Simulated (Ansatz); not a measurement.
## Cubic perovskite SrTiO3 (cubic form, which distorts at low temperature)

The numbers are results of PBE in Ansatz (plane waves, PAW), not measurements.

Run with plane-wave cutoff 520 eV, 6×6×6 k mesh, no spin polarisation, scalar-relativistic PAW data made under PBE.

Cell (relaxed at this level):

```cif
data_O3SrTi
_chemical_formula_sum 'Sr1 Ti1 O3'
_space_group_name_H-M_alt 'Pm-3m'
_space_group_IT_number 221
_space_group_name_Hall '-P 4 2 3'
_cell_length_a 3.93649
_cell_length_b 3.93649
_cell_length_c 3.93649
_cell_angle_alpha 90.000
_cell_angle_beta 90.000
_cell_angle_gamma 90.000
loop_
_atom_site_label
_atom_site_type_symbol
_atom_site_symmetry_multiplicity
_atom_site_Wyckoff_symbol
_atom_site_fract_x
_atom_site_fract_y
_atom_site_fract_z
_atom_site_occupancy
Sr1 Sr 1 a 0.00000 0.00000 0.00000 1
Ti1 Ti 1 b 0.50000 0.50000 0.50000 1
O1 O 3 c 0.00000 0.50000 0.50000 1
```

| Property | Value |
|---|---|
| elastic constant C11 | 314 GPa |
| elastic constant C12 | 98.6 GPa |
| elastic constant C44 | 110 GPa |
| Voigt–Reuss–Hill bulk modulus | 170 GPa |
| polycrystal shear modulus (Hill average) | 109 GPa |
| Young modulus | 269 GPa |
| Poisson ratio | 0.237 |

Measured, for comparison: elastic constant C11 318 GPa, elastic constant C12 103 GPa, elastic constant C44 124 GPa (273 K, no zero-point or thermal correction; as tabulated in Frostenson et al. (2021), arXiv:2109.07393). Computed (rounded) less measured: elastic constant C11 -1 %, elastic constant C12 -4 %, elastic constant C44 -11 %.

Note: the relaxation could not lower the start's symmetry, so the cell can be a saddle point above a distorted one.

Elastic constants are with the ions relaxed.

The computed numbers hold no vibrational or temperature effects.

Ansatz is an electronic-structure program.
